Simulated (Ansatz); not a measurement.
The first iterations of a band of BClH2 + H (5 atoms, charge 0, multiplicity 2).

Computed with UKS PBE/def2-SVP (Ansatz).

- movable images: 7
- climbing image: yes
- spring: 5.0 eV/Å²
- optimiser: quadratic models (default)
- start path: through a guess of the saddle point
- force threshold: 0.2 eV/Å
- iteration limit: 60
- end points: relaxed

First end point:

```xyz
5
Properties=species:S:1:pos:R:3
B 0.000 0.000 -0.234
Cl 0.000 0.000 1.513
H 1.069 0.000 -0.804
H -1.069 0.000 -0.804
H 0.000 0.000 5.029
```

Last end point:

```xyz
5
Properties=species:S:1:pos:R:3
B 0.000 0.000 -0.472
Cl 0.000 0.000 2.925
H 1.097 0.000 -0.989
H -1.097 0.000 -0.989
H 0.000 0.000 4.226
```

| iteration | highest image above the first end (eV) | largest band force component (eV/Å) |
| --- | --- | --- |
| 1 | 1.556 | 2.963 |
| 2 | 1.308 | 1.882 |

**Question.** Does the band converge within its limit, and where does its top end?

**Answer.** It converged. It ended after 6 iterations with the highest image 1.317 eV above the first end. The threshold of 0.2 eV/Å is loose, so the images may lie well off the minimum-energy path. Another band between the same ends (7 images) ends at a top of the same energy, where a vibrational analysis finds 2 clearly imaginary modes.

Time of the run: 63 s on 1 thread of Arm Neoverse V1 (shared host), peak memory 0.1 GiB.
